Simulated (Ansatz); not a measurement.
**C3H4S: one species, many methods**

One table from this session's results is given with a row withheld; the runs are named, their logs left out.

Program: Ansatz 0.2.0, Gaussian basis. Level of theory: functionals in def2-TZVPP, the program's frozen cores in correlated methods. These are calculated values, not measurements.

Plan: LDA (SPW92), PBE-D4, revPBE-D4, BLYP-D4, r2SCAN-D4, B97M-V, PBE0-D4, B3LYP-D4, r2SCANh-D4, r2SCAN0-D4, HSE06-D4, BHLYP-D4, CAM-B3LYP-D4, LC-ωPBE, ωB97X-V, ωB97M-V, B2PLYP, PBE-QIDH; CCSD(T)/def2-SVP; CCSD(T)/def2-TZVPP; MP2/def2-QZVPP; extrapolation to the limit; RPA on PBE.

1 further run of the same task is left out (it didn't finish).

### The relaxed structure

All runs share one geometry, relaxed beforehand with PBE0-D4 in a triple-zeta def2 set.

SMILES `CC#CS`, 8 atoms, charge 0, spin multiplicity 1.

Atoms are counted from 1 here; the program's logs count them from 0.

Bond lengths: C1–C2 1.448 Å, C1–H5 1.093 Å, C1–H6 1.093 Å, C1–H7 1.093 Å, C2–C3 1.206 Å, C3–S4 1.680 Å, S4–H8 1.346 Å. Angles: C2–C1–H5 110.4°, C2–C1–H6 111.7°, C2–C1–H7 110.9°, H5–C1–H6 108.0°, H5–C1–H7 107.6°, H6–C1–H7 108.2°, C1–C2–C3 179.5°, C2–C3–S4 174.9°, C3–S4–H8 97.3°.

Set-up of the first run:

Contents of in.yaml:

```yaml
crystal:
  periodic: [false, false, false]
  atoms:
    - {symbol: C, position_ang: [0.110725, 1.396827, -0.493582]}
    - {symbol: C, position_ang: [0.130102, 0.047778, 0.033047]}
    - {symbol: C, position_ang: [0.139233, -1.077637, 0.465526]}
    - {symbol: S, position_ang: [0.289805, -2.617844, 1.120359]}
    - {symbol: H, position_ang: [1.129089, 1.782470, -0.589422]}
    - {symbol: H, position_ang: [-0.447360, 2.075735, 0.156276]}
    - {symbol: H, position_ang: [-0.346274, 1.421415, -1.486221]}
    - {symbol: H, position_ang: [-0.913121, -3.085744, 0.738218]}
basis:
  gaussian: {orbitals: def2-TZVPP}
hamiltonian: {xc: lda}
output: {orbitals: {seedname: orbitals}}
```

Steps of the session up to this table: LDA; PBE-D4 (GGA); revPBE-D4 (GGA); BLYP-D4 (GGA); r2SCAN-D4 (meta-GGA); B97M-V (meta-GGA); PBE0-D4 (hybrid); B3LYP-D4 (hybrid); r2SCANh-D4 (hybrid); r2SCAN0-D4 (hybrid); HSE06-D4 (hybrid); BHLYP-D4 (hybrid); CAM-B3LYP-D4 (range-separated); LC-ωPBE (range-separated); ωB97X-V (range-separated); ωB97M-V (range-separated); B2PLYP (double hybrid); PBE-QIDH (double hybrid).

One table of the session follows, with a row left open; its other results are not shown here.

It belongs to the step «Frontier levels by functional». 

```
  functional  HOMO (eV)  gap (eV)
 LDA (SPW92)      -5.49      4.40
      PBE-D4      -5.35      4.42
   revPBE-D4      -5.30      4.42
     BLYP-D4      -5.19      4.36
   r2SCAN-D4      -5.55      4.90
      B97M-V      -5.58      4.92
     PBE0-D4      -6.49      6.52
    B3LYP-D4      -6.26      6.04
  r2SCANh-D4      -5.98      5.68
  r2SCAN0-D4      -6.62      6.84
    HSE06-D4          ?         ?
    BHLYP-D4      -7.48      8.52
CAM-B3LYP-D4      -7.76      8.88
     LC-ωPBE      -9.11     11.45
     ωB97X-V      -8.74     10.95
     ωB97M-V      -8.59     10.61
```

**Question.** Estimate the row for HSE06-D4.

The run gave: HOMO (eV): -6.09; gap (eV): 5.75. In the column «HOMO (eV)» it lies between B3LYP-D4 (-6.26) and r2SCANh-D4 (-5.98).
